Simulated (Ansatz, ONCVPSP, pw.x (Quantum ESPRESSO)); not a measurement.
**What a changed setting does to a pw.x run (fcc Zn)**

Potential: optimised norm-conserving Vanderbilt (ONCV), ONCVPSP 4.0.1.1 (patched build), PBEsol; core [Ar], reference 3d10 4s1 4p1; waves: 4s: rc 2.25 bohr, ncon 4, nbas 7, qcut 2.9 1/bohr, 2 projectors, debl 0.9 Ha; 4p: rc 2.70 bohr, ncon 4, nbas 7, qcut 3.3 1/bohr, 2 projectors, debl 2.3 Ha; 3d: rc 1.50 bohr, ncon 4, nbas 9, qcut 9.8 1/bohr, 2 projectors, debl 1 Ha; local part: polynomial inside 1.10 bohr (lpopt 5, dvloc0 0 Ha); core correction: Teter function, fcfact 2.5, rcfact 1.55.

The reference run (k-mesh 15³, cutoffs 110/440 Ry, Fermi–Dirac 0.01 Ry, mixing_beta 0.4, conv_thr 1e-9, no spin) gives 0.38 GPa at 14.183 Å³/atom, where all-electron LAPW gives -0.21 GPa. This run, with its own iteration cap, changes k-mesh points per axis to 3.

```
&control
  calculation='scf', prefix='x', pseudo_dir='./', outdir='./tmp', tstress=.true., disk_io='none'
/
&system
  ibrav=0, nat=1, ntyp=1, ecutwfc=110, ecutrho=440, nbnd=14,
  occupations='smearing', smearing='fd', degauss=0.01
/
&electrons
  conv_thr=1e-09, mixing_beta=0.4, electron_maxstep=50
/
ATOMIC_SPECIES
Zn 1.0 Zn.UPF
CELL_PARAMETERS angstrom
  0.00000000 1.92123004 1.92123004
  1.92123004 0.00000000 1.92123004
  1.92123004 1.92123004 0.00000000
ATOMIC_POSITIONS crystal
Zn 0.0000 0.0000 0.0000
K_POINTS automatic
3 3 3 0 0 0
```

```bash
pw.x < Zn.scf.in > Zn.scf.out
```

Task: How does the run end?

Result: It converges in 8 iterations; the free energy moves by +277.8 meV/atom and the pressure by +4.20 GPa.

```
Message from routine setup:
     using ibrav=0 with symmetry is DISCOURAGED, use correct ibrav instead
     lattice parameter (alat)  =       5.1344  a.u.
     unit-cell volume          =      95.7116 (a.u.)^3
     number of electrons       =        12.00
     number of Kohn-Sham states=           14
     kinetic-energy cutoff     =     110.0000  Ry
     charge density cutoff     =     440.0000  Ry
     scf convergence threshold =      1.0E-09
     Exchange-correlation= PBESOL
     number of k points=     4  Fermi-Dirac smearing, width (Ry)=  0.0100
     iteration #  1     ecut=   110.00 Ry     beta= 0.40
     total energy              =    -128.00202470 Ry
     estimated scf accuracy    <       0.06715556 Ry
     iteration #  2     ecut=   110.00 Ry     beta= 0.40
     total energy              =    -128.01788250 Ry
     estimated scf accuracy    <       0.00084584 Ry
     iteration #  3     ecut=   110.00 Ry     beta= 0.40
     total energy              =    -128.01800468 Ry
     estimated scf accuracy    <       0.00029024 Ry
     [... 2 iterations left out ...]
     iteration #  6     ecut=   110.00 Ry     beta= 0.40
     total energy              =    -128.01802527 Ry
     estimated scf accuracy    <       0.00000007 Ry
     iteration #  7     ecut=   110.00 Ry     beta= 0.40
     total energy              =    -128.01802526 Ry
     estimated scf accuracy    <       0.00000003 Ry
     iteration #  8     ecut=   110.00 Ry     beta= 0.40
     the Fermi energy is    13.2042 ev
!    total energy              =    -128.01802527 Ry
     estimated scf accuracy    <          1.3E-10 Ry
     smearing contrib. (-TS)   =      -0.00000832 Ry
     The total energy is F=E-TS. E is the sum of the following terms:
     one-electron contribution =     -39.10770169 Ry
     hartree contribution      =      34.69250778 Ry
     xc contribution           =     -32.67840372 Ry
     ewald contribution        =     -90.92441933 Ry
     convergence has been achieved in   8 iterations
          total   stress  (Ry/bohr**3)                   (kbar)     P=       45.82
     Message from routine punch:
     Nothing written, as per user request (disk_io='none')
```

The run took about 1.8 s on one core of a shared host (Intel(R) Xeon(R) 6975P-C, 192 threads, 378 GiB, load 10).
